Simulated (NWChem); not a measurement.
# SiH3Cl (chlorosilane): levels of theory compared

We compute a comparison of 6 runs (HF/3-21G, HF/def2-SVP, B3LYP/6-31G*, PBE/def2-SVP, PBE0/def2-SVP, BP86/aug-cc-pVDZ) of SiH3Cl (chlorosilane). 

The calculation is run with NWChem 7.3.0.

## Step 1: The structure to begin with

The species is SiH3Cl (5 atoms), meant as a singlet with charge 0. SMILES: `[SiH3]Cl`. The shape is that of a PBE0-D4/def2-TZVP optimisation.

Bond lengths: Si1–Cl2 2.054 Å, Si1–H3 1.481 Å, Si1–H4 1.481 Å, Si1–H5 1.481 Å. Angles: Cl2–Si1–H3 108.5°, Cl2–Si1–H4 108.5°, Cl2–Si1–H5 108.5°, H3–Si1–H4 110.4°, H3–Si1–H5 110.4°, H4–Si1–H5 110.4°.

## Step 2: Energy and gradient at HF/3-21G (run 1)

nw.nw

```
start nw
memory 2200 mb
geometry units angstrom noautosym nocenter noautoz
   Si      -0.112000       0.018600      -0.030900
   Cl       1.838300      -0.513500       0.329900
   H       -0.950900      -0.488300       1.079100
   H       -0.534700      -0.585700      -1.314900
   H       -0.190800       1.495400      -0.104700
end
basis spherical bse
   * library 3-21G
end
scf
   thresh 1e-08
   maxiter 80
end
task scf gradient
```

Launch:

```bash
nwchem nw.nw > nw.out
```

What it wrote:

```text
[...]
  functions       =    32
[...]
  wavefunction    = RHF
[...]
         Total SCF energy =   -746.452209198456
      One-electron energy =  -1205.301814868338
      Two-electron energy =    372.512381199633
 Nuclear repulsion energy =     86.337224470250
        Time for solution =      0.8s
[...]
                         RHF ENERGY GRADIENTS
    atom               coordinates                        gradient
                 x          y          z           x          y          z
   1 Si     -0.211649   0.035149  -0.058393    0.046315  -0.012624   0.008533
   2 Cl      3.473883  -0.970374   0.623421   -0.044994   0.012274  -0.008321
   3 H      -1.796940  -0.922753   2.039203   -0.000823  -0.000493   0.001079
   4 H      -1.010436  -1.106813  -2.484801   -0.000413  -0.000571  -0.001219
   5 H      -0.360560   2.825896  -0.197854   -0.000086   0.001415  -0.000072
[...]
```

Run time: 1.7 s. Hardware: 1 thread of Intel Xeon Platinum 8259CL at 2.50GHz (Skylake/Cascade Lake), shared host; peak memory 0.099 GiB.

## Step 3: Energy and gradient at HF/def2-SVP (run 2)

work.nw

```
start work
title "ClH3Si"
memory stack 880 mb heap 220 mb global 1100 mb

geometry units angstrom noautosym nocenter noautoz
Si    -0.112000     0.018600    -0.030900
Cl     1.838300    -0.513500     0.329900
H     -0.950900    -0.488300     1.079100
H     -0.534700    -0.585700    -1.314900
H     -0.190800     1.495400    -0.104700
end

basis spherical bse
* library def2-SVP
end

scf
thresh 1e-08
maxiter 80
end

task scf gradient
```

Launch:

```bash
nwchem work.nw > work.out
```

What it wrote:

```text
[...]
  functions       =    51
[...]
  wavefunction    = RHF
[...]
         Total SCF energy =   -749.983000889035
      One-electron energy =  -1209.582750608491
      Two-electron energy =    373.262525249207
 Nuclear repulsion energy =     86.337224470250
        Time for solution =      2.6s
[...]
                         RHF ENERGY GRADIENTS
    atom               coordinates                        gradient
                 x          y          z           x          y          z
   1 Si     -0.211649   0.035149  -0.058393    0.008327  -0.002259   0.001504
   2 Cl      3.473883  -0.970374   0.623421   -0.007719   0.002104  -0.001425
   3 H      -1.796940  -0.922753   2.039203   -0.000958  -0.001156   0.002257
   4 H      -1.010436  -1.106813  -2.484801   -0.000152  -0.001327  -0.002317
   5 H      -0.360560   2.825896  -0.197854    0.000502   0.002637  -0.000020
[...]
```

It took 5.1 s on 1 thread of Intel Xeon Platinum 8259CL at 2.50GHz (Skylake/Cascade Lake), shared host; peak memory 0.1 GiB.

## Step 4: Energy and gradient at B3LYP/6-31G(d) (spherical functions) (run 3)

mymol.xyz

```xyz
5

Si    -0.112000     0.018600    -0.030900
Cl     1.838300    -0.513500     0.329900
H     -0.950900    -0.488300     1.079100
H     -0.534700    -0.585700    -1.314900
H     -0.190800     1.495400    -0.104700
```

mymol.nw

```
start mymol
memory stack 880 mb heap 220 mb global 1100 mb

geometry noautosym nocenter noautoz
   load mymol.xyz
end

basis "ao basis" spherical bse
   Si library 6-31G*
   Cl library 6-31G*
   H library 6-31G*
end

dft
   xc b3lyp
   grid xfine
   convergence energy 1e-08
   iterations 100
   mulliken
end

task dft gradient
```

Launch:

```bash
nwchem mymol.nw > mymol.out
```

What it wrote:

```text
[...]
          Wavefunction type:  closed shell.
          No. of atoms     :     5
          No. of electrons :    34
[...]
          Charge           :     0
          Spin multiplicity:     1
[...]
          AO basis - number of functions:    42
[...]
              XC Information
              --------------
                         B3LYP Method XC Potential
                     Hartree-Fock (Exact) Exchange  0.200
                        Slater Exchange Functional  0.800 local
                    Becke 1988 Exchange Functional  0.720 non-local
              Lee-Yang-Parr Correlation Functional  0.810
                  VWN I RPA Correlation Functional  0.190 local
[...]
 d= 0,ls=0.0,diis     1   -751.4982340524 -8.38D+02  1.68D-02  2.02D-01     2.2
[...]
 d= 0,ls=0.0,diis     8   -751.5258546569 -2.75D-10  1.20D-07  1.94D-11    13.6
         Total DFT energy =     -751.525854656855
      One electron energy =    -1210.241260416619
           Coulomb energy =      422.735312483790
    Exchange-Corr. energy =      -50.357131194276
 Nuclear repulsion energy =       86.337224470250
[...]
      Total Density - Mulliken Population Analysis
     ---------------------------------------------
    Atom       Charge   Shell Charges
 -----------   ------   -------------------------------------------------------
    1 Si  14    13.59   2.00  2.00  5.96  1.03  1.89  0.23  0.29  0.20
    2 Cl  17    17.26   2.00  2.00  5.97  1.41  3.65  0.55  1.67  0.02
    3 H    1     1.05   0.51  0.54
    4 H    1     1.05   0.51  0.54
    5 H    1     1.05   0.51  0.54
[...]
  wavefunction    = closed shell
                         DFT ENERGY GRADIENTS
    atom               coordinates                        gradient
                 x          y          z           x          y          z
   1 Si     -0.211649   0.035149  -0.058393    0.006827  -0.001851   0.001228
   2 Cl      3.473883  -0.970374   0.623421   -0.008730   0.002380  -0.001612
   3 H      -1.796940  -0.922753   2.039203    0.000704  -0.000060  -0.000098
   4 H      -1.010436  -1.106813  -2.484801    0.000635  -0.000027   0.000366
   5 H      -0.360560   2.825896  -0.197854    0.000565  -0.000442   0.000117
[...]
```

It took 18 s on 1 thread of Intel Xeon Platinum 8259CL at 2.50GHz (Skylake/Cascade Lake), shared host; peak memory 0.13 GiB.

Runs 4 to 5 aren't shown in full; the table further down has their settings and results.

## Step 5: Energy and forces at BP86/aug-cc-pVDZ (run 6)

job.nw

```
start job
memory total 2200 mb
charge 0

geometry noautosym nocenter noautoz
  Si   -0.112000    0.018600   -0.030900
  Cl    1.838300   -0.513500    0.329900
  H    -0.950900   -0.488300    1.079100
  H    -0.534700   -0.585700   -1.314900
  H    -0.190800    1.495400   -0.104700
end

basis spherical bse
  Si library aug-cc-pVDZ
  Cl library aug-cc-pVDZ
  H library aug-cc-pVDZ
end

dft
  xc becke88 perdew86
  grid xfine
  convergence energy 1e-08
  iterations 100
  mulliken
  print medium
end

task dft gradient
```

Launch:

```bash
nwchem job.nw > job.out
```

What it wrote:

```text
[...]
          Wavefunction type:  closed shell.
          No. of atoms     :     5
          No. of electrons :    34
[...]
          Charge           :     0
          Spin multiplicity:     1
[...]
          AO basis - number of functions:    81
[...]
              XC Information
              --------------
                    Becke 1988 Exchange Functional  1.000
                Perdew 1981 Correlation Functional  1.000 local
                Perdew 1986 Correlation Functional  1.000 non-local
[...]
 d= 0,ls=0.0,diis     1   -751.5726689064 -8.38D+02  1.19D-02  2.61D-01     8.0
[...]
 d= 0,ls=0.0,diis     8   -751.6014768267  4.92D-10  2.61D-06  7.14D-08    47.3
         Total DFT energy =     -751.601476826718
      One electron energy =    -1210.023634761701
           Coulomb energy =      422.425252530818
    Exchange-Corr. energy =      -50.340319066084
 Nuclear repulsion energy =       86.337224470250
[...]
      Total Density - Mulliken Population Analysis
     ---------------------------------------------
    Atom       Charge   Shell Charges
 -----------   ------   -------------------------------------------------------
    1 Si  14    14.44   2.00  2.04  0.80  0.71 -0.12  6.02  1.55  1.05  0.02  0.28  0.08
    2 Cl  17    17.30   2.00  2.04  0.95  0.95  0.06  6.01  3.10  2.09  0.07  0.02  0.01
    3 H    1     0.75   0.74 -0.00  0.01  0.01 -0.00
    4 H    1     0.75   0.74 -0.00  0.01  0.01 -0.00
    5 H    1     0.75   0.74 -0.00  0.01  0.01 -0.00
[...]
  wavefunction    = closed shell
                         DFT ENERGY GRADIENTS
    atom               coordinates                        gradient
                 x          y          z           x          y          z
   1 Si     -0.211649   0.035149  -0.058393    0.011980  -0.003257   0.002183
   2 Cl      3.473883  -0.970374   0.623421   -0.018217   0.004968  -0.003367
   3 H      -1.796940  -0.922753   2.039203    0.004005   0.002523  -0.005480
   4 H      -1.010436  -1.106813  -2.484801    0.001965   0.003018   0.006322
   5 H      -0.360560   2.825896  -0.197854    0.000266  -0.007253   0.000342
[...]
```

Wall time 74 s (1 thread of Intel Xeon Platinum 8259CL at 2.50GHz (Skylake/Cascade Lake), shared host); peak memory 0.13 GiB.

## Step 6: Overview of the runs

```csv
run,level,iteration cap,module,energy (Eh),dipole moment (D),HOMO energy (eV),LUMO energy (eV),wall time
1,HF/3-21G,80,scf,-746.452209,2.78,-12.30,3.00,1.7 s
2,HF/def2-SVP,80,scf,-749.983001,1.57,-12.21,3.87,5.1 s
3,B3LYP/6-31G* (spherical functions),100,dft,-751.525855,1.68,-8.66,-0.24,18 s
4,PBE/def2-SVP,100,dft,-750.939625,1.22,–,–,16 s
5,PBE0/def2-SVP,100,dft,-751.013594,1.37,-8.87,0.32,14 s
6,BP86/aug-cc-pVDZ,100,dft,-751.601477,1.31,-7.76,-1.21,74 s
```

## Step 7: What came out

| quantity | value |
| --- | --- |
| run 6: total energy | -751.60148 Eh |
| run 6: dipole moment | 1.31 D |
| run 6: HOMO energy | -7.76 eV |
| run 6: LUMO energy | -1.21 eV |
| run 6: HOMO–LUMO gap | 6.55 eV |
| run 6: largest force on an atom | 0.986 eV/Å |

The dipole moment (its size) runs from 1.22 D (PBE/def2-SVP) to 2.78 D (HF/3-21G). The two ends differ in method and basis. Over runs 1, 2, 3, 5, 6 the HOMO–LUMO gap runs from 6.55 eV (BP86/aug-cc-pVDZ) to 16.08 eV (HF/def2-SVP). Totals of different functionals can't be ranked against each other. All runs together took 2.2 min, the longest 74 s.
